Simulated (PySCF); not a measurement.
A made-up structure of NaSiH₂F, closed shell:

```csv
atom,x (Å),y (Å),z (Å)
F1,-1.0845,0.1203,1.1993
Si2,-0.0755,0.1465,-0.0943
Na3,2.0755,-1.5608,0.3324
H4,-0.9872,-0.1364,-1.2626
H5,3.4455,-2.6795,1.1998
```

It is relaxed with PBE-D4/def2-SVP and then PBE0-D4/def2-TZVP (PySCF 2.14 with density fitting (its default auxiliary sets; JK sets also for MP2 and CCSD(T))). Atoms count as bonded within 1.22 times the sum of their covalent radii (H–H: 0.88 Å). The end point is not checked to be a true minimum.

Question: Does its bonding change? (A judgement: the text doesn't fix the answer.)

Answer: By the calculation: Yes. Formed: Si2–H5; broken: Na3–H5.

Where it ends: The first stage lowers the energy by 2.38 eV in 46 steps. It ends as NaSiH₂F ([F][SiH2][Na]):
```
5
angstrom
F -0.5728 -0.3534 1.1703
Si 0.6401 -0.9473 0.2388
Na 3.0110 0.4005 0.7755
H 0.0821 -0.8749 -1.1611
H 0.5925 -2.4329 0.4967
```

Labels in which every atom is bracketed show which atoms are joined, not bond orders.

For scale, one of the runs: PBE0-D4/def2-TZVP relaxation, 112 basis functions, launched by `OMP_NUM_THREADS=2 python run.py`. Time: 64 s of wall clock on 2 CPU threads of an Arm Neoverse V1; the host was shared. Peak host memory: 1.1 GiB.
